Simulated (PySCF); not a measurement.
# Excitation energies in several basis sets

Species: C3H3F.
Numbering: `[F:1][C:2]1=[CH:3][CH2:4]1` (hydrogens: H5 on C3; H6, H7 on C4)

Geometry (PBE0-D3(BJ)/def2-SVP, Å), atoms numbered from 1 in this order:
```xyz
7
C3H3F angstrom
F     -0.736    1.050   -1.696
C     -0.383    0.330   -0.667
C     -0.632   -0.658    0.124
C      0.645    0.175    0.367
H     -1.210   -1.501    0.485
H      1.628   -0.257    0.116
H      0.685    0.868    1.224
```

TDDFT with PBE0 (PySCF), vertical singlets, core orbitals frozen in the response, spherical d and f functions. Geometry: PBE0-D3(BJ)/def2-SVP; no solvent, vibrations or thermal averaging.

| basis | functions | diffuse | S1 (eV) | S2 (eV) | S3 (eV) | S4 (eV) | S5 (eV) | LUMO (eV) | α (au) |
| --- | --- | --- | --- | --- | --- | --- | --- | --- | --- |
| 6-31G* | 62 | no | 7.26 | 7.82 | 8.38 | 8.69 | 8.85 | 1.02 | 27.9 |
| def2-SVP | 71 | no | 7.11 | 7.70 | 8.22 | 8.37 | 8.49 | 0.66 | 28.9 |
| 6-31+G* | 78 | yes | 6.50 | 6.70 | 6.94 | 7.18 | 7.59 | 0.33 | 32.3 |
| def2-SVPD | 107 | yes | 6.74 | 6.81 | 7.47 | 7.61 | 7.68 | 0.36 | 34.4 |
| aug-cc-pVDZ | 119 | yes | 6.17 | 6.53 | 6.70 | 7.00 | 7.21 | 0.06 | 35.3 |
| def2-TZVP | 142 | no | 6.81 | 7.34 | 7.63 | 7.85 | 8.21 | 0.45 | 33.2 |
| def2-TZVPD | 178 | yes | 6.39 | 6.68 | 7.05 | 7.27 | 7.54 | 0.34 | 35.4 |
| aug-cc-pVTZ | 253 | yes | 6.16 | 6.51 | 6.68 | 6.94 | 7.16 | 0.02 | 35.6 |

**Question.** How much do these states and the polarisability depend on the basis?

**Answer.** States are compared by their number. Against the largest diffuse basis here (aug-cc-pVTZ, itself not a converged limit), sets without diffuse functions differ by up to 1.10 eV in S1 and 1.69 eV in S5; the smaller diffuse sets differ by up to 0.58 and 0.53 eV. State by state, the largest deviation of a set without diffuse functions is S1 1.10, S2 1.31, S3 1.70, S4 1.74, S5 1.69 eV. The same number needn't mean the same state in each row. Against aug-cc-pVTZ the polarisability deviates by -22% in 6-31G*, -19% in def2-SVP, -9% in 6-31+G*, -3% in def2-SVPD, -1% in aug-cc-pVDZ, -7% in def2-TZVP, 0% in def2-TZVPD. A single + in a Pople set puts diffuse functions on heavy atoms only.
